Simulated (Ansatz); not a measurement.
The input, for Ansatz 0.2.0:

```yaml
crystal:
  periodic: [false, false, false]
  atoms:
    - {symbol: B, position_ang: [0.000000, -0.280433, 1.170277]}
    - {symbol: N, position_ang: [0.000000, 0.132363, -1.067399]}
    - {symbol: H, position_ang: [0.000000, 1.168516, 2.280767]}
basis:
  gaussian: {orbitals: 6-31G}
magnetization: {spin_polarized: true, initial_magnetization: 3}
correlation: {method: ccsd, electrons: outside_noble_gas}
```

```sh
$ ansatz run in.yaml --threads 1 --pin off --events-out ev --progress --plain --max-ram 2393MiB
```

Problem. Roughly how long does this take on 1 thread of INTEL XEON PLATINUM 8581C, shared host, and how much host memory?

Solution. 0.87 s wall and 0.15 GiB.

```
290 factors; integrals over basis functions are off by at most 2.5e-4 eV
mean field evaluation 1: about -2159.5325 eV, gradient 9.2e0 eV
mean field evaluation 2: about -2159.5346 eV, gradient 9.2e0 eV
mean field evaluation 4: about -2161.2551 eV, gradient 2.9e0 eV
mean field evaluation 8: about -2161.6101 eV, gradient 1.3e-1 eV
mean field evaluation 16: about -2159.5310 eV, gradient 9.2e0 eV
mean field evaluation 32: about -2159.1202 eV, gradient 5.2e-3 eV
mean field evaluation 64: about -2160.7662 eV, gradient 4.2e0 eV
mean field evaluation 96: about -2158.6527 eV, gradient 1.7e0 eV
mean field evaluation 128: about -2158.6384 eV, gradient 4.4e-1 eV
mean field evaluation 160: about -2159.2100 eV, gradient 3.2e0 eV
mean field evaluation 192: about -2160.0491 eV, gradient 1.4e0 eV
mean field evaluation 224: about -2160.3287 eV, gradient 2.7e0 eV
mean field evaluation 256: about -2160.2551 eV, gradient 2.7e0 eV
mean field evaluation 288: about -2159.8580 eV, gradient 3.1e0 eV
mean field evaluation 320: about -2158.9048 eV, gradient 1.9e-4 eV
mean field -2161.61080571 eV, -79.4377319173 hartree, gradient 3.1e-6 eV, S^2 4.059809; 13 other end points of the search recorded, 0 dependent functions left out
determinant -2161.61080571 eV, -79.4377319173 hartree, with singles and doubles -2164.69927011 eV, -79.5512308907 hartree
determinant -2160.55023404 eV, -79.3987566274 hartree, with singles and doubles -2162.96093002 eV, -79.4873480707 hartree
determinant -2160.39317295 eV, -79.3929847389 hartree, with singles and doubles -2162.78087458 eV, -79.4807311554 hartree
determinant -2160.31003660 eV, -79.3899295343 hartree, with singles and doubles -2163.01783333 eV, -79.4894392286 hartree
determinant -2159.12015474 eV, -79.3462021823 hartree, with singles and doubles -2162.36890717 eV, -79.4655916321 hartree
determinant -2158.90475021 eV, -79.3382862119 hartree, with singles and doubles -2162.28617782 eV, -79.4625513847 hartree
determinant -2158.62828956 eV, -79.3281264705 hartree, with singles and doubles -2161.59927970 eV, -79.4373083445 hartree
2 core orbitals not correlated: weight in the atoms' cores, before any rotation towards them, 1.000 or more for the frozen orbitals, at most 0.000 for the correlated occupied ones
reference -2161.61080571 eV, -79.4377319173 hartree; 6, 3 occupied and 12, 15 virtual orbitals, 290 factors
second order -1.93390721 eV of doubles, -0.00000000 eV of singles
cycle   1  -3.08771273 eV  change    7.5e-4 eV  update   4.6e-3
cycle   2  -3.09023973 eV  change   -2.5e-3 eV  update   3.8e-3
cycle   3  -3.09330264 eV  change   -3.1e-3 eV  update   2.1e-3
cycle   4  -3.09776275 eV  change   -4.5e-3 eV  update   1.4e-3
cycle   5  -3.10015389 eV  change   -2.4e-3 eV  update   7.3e-4
cycle   6  -3.10144973 eV  change   -1.3e-3 eV  update   5.0e-4
cycle   7  -3.10178421 eV  change   -3.3e-4 eV  update   3.7e-4
cycle   8  -3.10126888 eV  change    5.2e-4 eV  update   2.1e-4
cycle   9  -3.10114606 eV  change    1.2e-4 eV  update   8.9e-5
cycle  10  -3.10113853 eV  change    7.5e-6 eV  update   5.8e-5
cycle  11  -3.10117474 eV  change   -3.6e-5 eV  update   2.8e-5
cycle  12  -3.10117659 eV  change   -1.8e-6 eV  update   1.3e-5
cycle  13  -3.10117718 eV  change   -5.9e-7 eV  update   6.3e-6
Total energy: -2164.71198289 eV, -79.5516980767 hartree
```
